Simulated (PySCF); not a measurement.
Molecule: `S(CC)(=O)(=O)Cl`, C2H5ClO2S.

Molfile (atoms numbered from 1):
```
C2H5ClO2S
     RDKit          3D

 11 10  0  0  0  0  0  0  0  0999 V2000
   -1.2755    0.2953   -0.3863 C   0  0  0  0  0  0  0  0  0  0  0  0
   -0.2788   -0.3500    0.5463 C   0  0  0  0  0  0  0  0  0  0  0  0
    1.4118   -0.2697   -0.0414 S   0  0  0  0  0  6  0  0  0  0  0  0
    1.4604   -0.6864   -1.4265 O   0  0  0  0  0  0  0  0  0  0  0  0
    2.2954   -0.8294    0.9569 O   0  0  0  0  0  0  0  0  0  0  0  0
    1.7058    1.8152   -0.0092 Cl  0  0  0  0  0  0  0  0  0  0  0  0
   -2.2856    0.1921    0.0354 H   0  0  0  0  0  0  0  0  0  0  0  0
   -1.2553   -0.1841   -1.3744 H   0  0  0  0  0  0  0  0  0  0  0  0
   -1.0620    1.3662   -0.5103 H   0  0  0  0  0  0  0  0  0  0  0  0
   -0.4268   -1.4386    0.6452 H   0  0  0  0  0  0  0  0  0  0  0  0
   -0.2515    0.0874    1.5545 H   0  0  0  0  0  0  0  0  0  0  0  0
  1  2  1  0
  2  3  1  0
  3  4  2  0
  3  5  2  0
  3  6  1  0
  1  7  1  0
  1  8  1  0
  1  9  1  0
  2 10  1  0
  2 11  1  0
M  END
```

Geometry PBE0-D3(BJ)/def2-SVP throughout; GIAO in PySCF 2.14.0 with density-fitted response routines, gas phase, one conformer, non-relativistic; equivalent atoms averaged; basis pcSseg-2.

Question: How do the absolute shieldings σ depend on the functional? (ppm; last column core-seconds on 1 thread of an Arm Neoverse V1, shared host; the GGAs took longer than the global hybrids here, which isn't the general rule, and the cause wasn't traced)

Answer: 
| functional | kind | C2 | C1 | S3 | O4/O5 | Cl6 | H10/H11 | H7/H8/H9 | core-s |
| --- | --- | --- | --- | --- | --- | --- | --- | --- | --- |
| KT2 | GGA | 115.5 | 170.5 | 146.3 | -7.9 | 330.9 | 27.92 | 29.64 | 57 |
| KT3 | GGA | 116.3 | 169.0 | 155.6 | 2.3 | 345.8 | 28.10 | 29.80 | 57 |
| B97-D | GGA | 111.6 | 166.8 | 108.0 | -0.7 | 297.1 | 28.11 | 29.83 | 57 |
| B3LYP | global hybrid | 111.4 | 167.8 | 82.1 | 2.7 | 295.5 | 28.21 | 29.82 | 37 |
| PBE0 | global hybrid | 118.5 | 173.4 | 106.8 | 10.8 | 334.0 | 28.10 | 29.73 | 37 |
| mPW1PW91 | global hybrid | 117.7 | 172.6 | 101.9 | 10.0 | 328.8 | 28.14 | 29.77 | 37 |

Question: Which nucleus moves most, in ppm?

Answer: S3 (sulfonyl sulfur): from 82.1 ppm with B3LYP to 155.6 ppm with KT3. The smallest spread is 0.19 ppm, at H7/H8/H9. Proton shifts span only some 12 ppm, so a few tenths of a ppm matter as much there as several ppm in carbon.
